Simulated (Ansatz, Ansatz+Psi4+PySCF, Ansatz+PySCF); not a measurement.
```xyz
2

F     0.0000    0.0000    0.0934
H     0.0000    0.0000   -0.8405
```

Basis set: cc-pVTZ (spherical functions). Left uncorrelated: 1 orbital. Charge 0, multiplicity 1.

Computed with Ansatz (development build ahead of 0.2.0); free ground-state atoms in the same class of orbitals, no zero-point energy, no relativity.

The atomization energy of singlet HF from measured heats of formation, zero-point and thermal terms removed is 6.115 eV (G2/97 set, Curtiss et al., J. Chem. Phys. 106, 1063 (1997), as shipped with ASE); it holds spin-orbit and other relativistic effects.

Question: How far do RHF-CCSD(T), UHF-MP2, RHF-MP2, UHF miss it in this basis?

Answer:

```json
{"method": "RHF-CCSD(T)", "atomization energy (eV)": "5.930", "computed − measured (eV)": "-0.185"}
{"method": "UHF-MP2", "atomization energy (eV)": "6.105", "computed − measured (eV)": "-0.010"}
{"method": "RHF-MP2", "atomization energy (eV)": "6.096", "computed − measured (eV)": "-0.019"}
{"method": "UHF", "atomization energy (eV)": "4.125", "computed − measured (eV)": "-1.990"}
```
